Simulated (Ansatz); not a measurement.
Compare A (`CC#CC(F)F`) with its isomer B (`F[C@@H]1C=C[C@H]1F`).

Program: Ansatz. Geometries: PBE0-D4/def2-TZVP. ΔE: electronic, gas phase. CCSD(T)/CBS adds triple-zeta CCSD(T) − MP2 to the extrapolated MP2 energy (def2 sets, frozen cores). DFT in def2-TZVPP. B3LYP here is the variant with VWN-RPA as its local correlation; programs differ in this.

Q: Which isomer does CCSD(T)/CBS put lower? Give the gap. (An estimate is asked.)

A: Computed: B, by 3.9 kJ/mol.

Q: Give E(B) − E(A) in kJ/mol with B2PLYP, CCSD/def2-TZVPP, CCSD(T)/def2-SVP, MP2/def2-TZVPP, HF/def2-TZVPP, CCSD(T)/def2-TZVPP, B3LYP. (Best estimate.)

A: The calculation gave: B2PLYP 11.1, CCSD/def2-TZVPP 0.3, CCSD(T)/def2-SVP 6.0, MP2/def2-TZVPP 7.1, HF/def2-TZVPP 12.3, CCSD(T)/def2-TZVPP -0.4, B3LYP 11.0. The order is the other way round with B2PLYP, CCSD(T)/def2-SVP, MP2/def2-TZVPP, HF/def2-TZVPP, B3LYP.

Q: Does the order hold for the free energy at 298.15 K (harmonic terms from PBE0-D4)? (Estimate.)

A: Computed: No: G(B) − G(A) = +12.3 kJ/mol. Modes under 60 cm⁻¹, often nearly free rotors, make the harmonic entropy too high.

Largest T1 diagnostic: 0.012.

From BLYP to BHLYP (50 % exact exchange), in def2-TZVPP and without D4, E(B) − E(A) moves by −16.0 kJ/mol. Leaving LDA and LC-ωPBE aside and taking each functional with its dispersion term where it has one, the values, not all of them listed here, spread over 28.7 kJ/mol, from PBE0-D4 to BLYP-D4. LDA lies −16.6 kJ/mol from PBE without D4.
